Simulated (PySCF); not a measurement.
# AlCl₂: relaxation and vibrations of the doublet

Where does doublet AlCl₂ go from a bent start, is the end point a minimum, and what are its modes, charges and moments?

Computed with PySCF 2.14.0. Level: PBE0, basis Al def2-TZVP, Cl def2-TZVP, no relativity, density fitting.

## 1. The starting structure

3 atoms, charge 0, spin multiplicity 2.

Bond lengths: Al1–Cl2 2.250 Å, Al1–Cl3 2.250 Å. Angles: Cl2–Al1–Cl3 110.0°.

```xyz
3
charge 0 multiplicity 2
Al    0.0000    0.0000    0.0000
Cl    1.8431    0.0000    1.2905
Cl   -1.8431    0.0000    1.2905
```

## 2. Finding the electronic state

The steps below are one call of a driver around PySCF. For each, scf.py gives the equivalent set-up of the SCF; relaxations use the driver's own optimiser. After this first run the driver tries any further starts and a stability analysis.

scf.py

```python
from pyscf import gto, scf, dft
mol = gto.M(atom='''
Al     0.000000     0.000000     0.000000
Cl     1.843100     0.000000     1.290500
Cl    -1.843100     0.000000     1.290500''',
    basis={'Al': 'def2-TZVP', 'Cl': 'def2-TZVP'},
    charge=0, spin=1)
mf = dft.UKS(mol, xc='PBE0')
mf.grids.atom_grid = (50, 194)
aux = {'Al': 'def2-universal-JKFIT', 'Cl': 'def2-universal-JKFIT'}
mf = mf.density_fit(auxbasis=aux)
mf.conv_tol = 1e-08
mf.diis_space = 10
mf.max_cycle = 60
mf.init_guess = 'minao'
mf.verbose = 4
mf.kernel()
```

Run with:

```console
$ OMP_NUM_THREADS=4 python axn.py task.json out
```

After this run come: Bent start, doublet: relaxation; Vibrations and properties at this point.

Before running it: what results should come out? Wanted: minimum; geometry; wavenumbers; dipole moment; highest occupied, lowest empty level; polar-tensor charge of Al1; zero-point energy; atomisation energy; ⟨S²⟩.

The runs gave:

| quantity | value |
| --- | --- |
| minimum | doublet, C2v |
| geometry | Al–Cl 2.102 Å (×2); Cl–Al–Cl 119.0° |
| wavenumbers (cm⁻¹) | 146 (a1), 459 (a1), 574 (b2) |
| dipole moment | 1.45 D |
| highest occupied, lowest empty level (either spin) | -6.69, -3.29 eV |
| polar-tensor charge of Al1 | +1.02 e |
| zero-point energy | 7.1 kJ/mol |
| entropy at 298.15 K | 289.6 J/(mol K) |
| atomisation energy (no zero-point energy) | 806 kJ/mol |
| ⟨S²⟩ | 0.752 |

The molecule stays C2v, as typed, and the end point is a minimum. The strongest infrared band lies at 574 cm⁻¹ (b2). Most of the spin sits on Al1 (Mulliken spin 0.85, against 1 for the whole molecule). Other starts or spin states, not run here, may lie lower.
